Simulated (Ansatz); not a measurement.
## ZrB: from a trial structure to a relaxed crystal

Level of theory: DFT r2SCAN, scalar-relativistic, plane waves, PAW (Ansatz 0.2.0). Cutoff 500 eV, Γ-centred k mesh, Gaussian smearing, no spin polarisation in the final step.

ZrB was placed on the caesium chloride structure type (Pm-3m, No. 221), with Zr in place of Cs, B in place of Cl, at a guessed volume.

```xyz
2
Lattice="2.9433 0.0000 0.0000 0.0000 2.9433 0.0000 0.0000 0.0000 2.9433" Properties=species:S:1:pos:R:3 pbc="T T T"
Zr    0.0000    0.0000    0.0000
B     1.4716    1.4716    1.4716
```

Cell and atoms relax at zero pressure; the relaxation can't lower the symmetry of the start. After a coarse first stage the cell is made exact in the group found at 0.06 Å.

Energies over the elements count from the elements' standard structures at the same level, with no empirical corrections.

Problem. Describe the relaxed structure.

Solution. It keeps Pm-3m (No. 221). The result has the caesium chloride structure. Conventional cell: a = 3.027 Å. Zr is coordinated by 8 B at 2.62 Å and 6 Zr at 3.03 Å; B has 8 Zr at 2.62 Å and 6 B at 3.03 Å.

```cif
data_structure
_symmetry_space_group_name_H-M 'Pm-3m'
_symmetry_Int_Tables_number 221
_cell_length_a 3.0271
_cell_length_b 3.0271
_cell_length_c 3.0271
_cell_angle_alpha 90.000
_cell_angle_beta 90.000
_cell_angle_gamma 90.000
_cell_volume 27.74
loop_
_atom_site_label
_atom_site_type_symbol
_atom_site_symmetry_multiplicity
_atom_site_Wyckoff_symbol
_atom_site_fract_x
_atom_site_fract_y
_atom_site_fract_z
_atom_site_occupancy
Zr1 Zr 1 a 0.00000 0.00000 0.00000 1
B1 B 1 b 0.50000 0.50000 0.50000 1
```

Problem. What are its volume, energy, density and gap?

Solution. The volume per atom is 13.87 Å³, the density is 6.11 g/cm³ and the energy over the elements is 0.13 eV/atom. The gap on the 18×18×18 mesh is 0 eV (a metal).

The final run used a 18×18×18 mesh on its 2-atom cell and 0.10 eV smearing. For metals, differences of a few meV/atom aren't resolved. Symmetry constrained the relaxation, so the result can be a saddle point.